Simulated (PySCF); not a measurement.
3-methoxy-1-propanol, C₄H₁₀O₂.
Geometry (PBE0-D3(BJ)/def2-SVP, Å), atoms numbered from 1 in this order:
```xyz
16
C4H10O2 angstrom
C     -2.390   -0.420    1.188
O     -1.230    0.128    0.649
C     -0.792   -0.521   -0.510
C      0.499    0.112   -0.978
C      1.632   -0.013    0.030
O      2.836    0.537   -0.433
H     -3.245   -0.359    0.484
H     -2.258   -1.485    1.465
H     -2.645    0.147    2.095
H     -0.636   -1.604   -0.311
H     -1.562   -0.457   -1.307
H      0.310    1.180   -1.186
H      0.811   -0.350   -1.928
H      1.312    0.429    0.993
H      1.832   -1.080    0.225
H      2.706    1.485   -0.533
```

Theory: core-valence-separated Tamm–Dancoff BHandHLYP/aug-pcX-1 (pcseg-1 on H) in PySCF, non-relativistic, gas phase, PBE0-D3(BJ)/def2-SVP geometry. Absolute energies from this functional tend to lie a few eV below measured edges; no shift was applied.

The lowest roots of each edge with f over 0.003 (five at most, numbered afresh; weaker and dark ones are left out), with transition dipoles (au) in the frame of the coordinates:

```
root  edge  E (eV)       μx       μy       μz
   1     C  285.53  -0.0030  -0.0282   0.0420
   2     C  285.94   0.0209  -0.0464  -0.0270
   3     C  286.53  -0.0054  -0.0244  -0.0144
   4     C  286.59  -0.0468  -0.0229   0.0207
   5     C  286.62  -0.0340  -0.0291   0.0389
   6     O  532.06  -0.0082   0.0388  -0.0034
   7     O  533.83  -0.0188  -0.0182  -0.0018
   8     O  533.91   0.0166   0.0184   0.0039
   9     O  534.24  -0.0193  -0.0149   0.0219
  10     O  534.32   0.0143  -0.0101  -0.0024
```

What are the oscillator strengths?

f = (2/3) ΔE |μ|², with ΔE in hartree (27.2114 eV):

| root | ΔE (Eh) | \|μ\|² (au) | f | core hole on |
| --- | --- | --- | --- | --- |
| 1 | 10.4930 | 0.002568 | 0.018 | C4 |
| 2 | 10.5082 | 0.003319 | 0.023 | C4 |
| 3 | 10.5299 | 0.000832 | 0.006 | C4 |
| 4 | 10.5320 | 0.003143 | 0.022 | C1 |
| 5 | 10.5331 | 0.003516 | 0.025 | C5 |
| 6 | 19.5527 | 0.001584 | 0.021 | O6 |
| 7 | 19.6180 | 0.000688 | 0.009 | O2 |
| 8 | 19.6207 | 0.000629 | 0.008 | O2 |
| 9 | 19.6330 | 0.001074 | 0.014 | O6 |
| 10 | 19.6358 | 0.000312 | 0.004 | O6 |

Molecules are fixed in this frame and the field points along (1, 1, 0)/√2. What effective strengths 3 f cos²θ do the roots have (θ between field and μ)?

root 1 (C4): 0.010, root 2 (C4): 0.007, root 3 (C4): 0.009, root 4 (C1): 0.051, root 5 (C5): 0.042, root 6 (O6): 0.018, root 7 (O2): 0.027, root 8 (O2): 0.024, root 9 (O6): 0.023, root 10 (O6): 0.000. Root 4 is the strongest. Averaged over all orientations cos²θ is 1/3, which gives f back.

Rough CPU time on one thread of a shared machine: about 40 s.

One conformer stands for the species.
